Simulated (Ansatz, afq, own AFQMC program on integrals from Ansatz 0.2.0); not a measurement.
# F, doublet → F, quartet

A free F atom.

E(quartet, charge +0) − E(doublet, charge +0) at this geometry, on UHF and UHF determinants.

Basis aug-cc-pVTZ. Only valence electrons are correlated. AFQMC by an in-house program on the Cholesky factors that Ansatz 0.2.0 writes for its CCSD(T) run. The CISD trial takes its coefficients from CCSD amplitudes. Released means that phaseless walkers are propagated on without the constraint, phases kept. Free projection: walkers drawn from exp(T), propagated without any constraint. Its projection time is finite, and what remains of the start isn't in its error. Error bars are statistical, one sigma. The errors of all members are added in quadrature.

No full CI on the walks' own integrals is used here; CCSDT(Q) serves as the reference and is uncertain by about the last step of the cluster series. Each member takes its own surest rung, up to full CI.

Errors are counted within aug-cc-pVTZ, not against nature.

Cautions: F (doublet): the released energies move by 1.5 errors or more from one time to the next, so no released level is given (meV from the phaseless value at times in 1/Eh: -8 ± 8 at 0.24, -2 ± 6 at 0.51, -5 ± 7 at 0.99, 16 ± 7 at 1.62, 1 ± 14 at 2.40), the ph-AFQMC/HF walk drifts between its halves (2.0 errors); F (quartet): another spin lies lower, the released energies move by 1.5 errors or more from one time to the next, so no released level is given (meV from the phaseless value at times in 1/Eh: -9 ± 4 at 0.24, -11 ± 4 at 0.51, -4 ± 3 at 0.99, -15 ± 7 at 1.62, 3 ± 9 at 2.40), though the last usable value meets CCSDT(Q) within the noise.

```csv
level,vertical spin gap (kcal/mol)
MP2,315.5
HF,284.1
```

From these cheaper values, estimate the vertical spin gap at the reference level in aug-cc-pVTZ.

313.2 kcal/mol (CCSDT(Q) in aug-cc-pVTZ).

| level | vertical spin gap (kcal/mol) | error against CCSDT(Q) (kcal/mol) |
| --- | --- | --- |
| CCSD | 312.3 | -0.9 |
| CCSD(T) | 313.2 | 0.0 |
| CCSDT | 313.2 | 0.0 |
| ph-AFQMC/HF | 313.8 ± 1.2 | 0.7 ± 1.2 |
| ph-AFQMC/CISD | 313.3 ± 0.2 | 0.1 ± 0.2 |
| free AFQMC | 313.3 ± 0.4 | 0.1 ± 0.4 |

Correlation beyond CCSD(T) changes it by less than 2 meV. The perturbative (T) step is worth +0.9 kcal/mol.

Free projections are given only where their last times agree within the noise and don't stop above the reference; a slow remainder of the start can still hide under it. A walk keeps the symmetry of its determinant, which the program's search chose and which needn't be the lowest solution, so a lower state of the same spin and another symmetry isn't excluded.
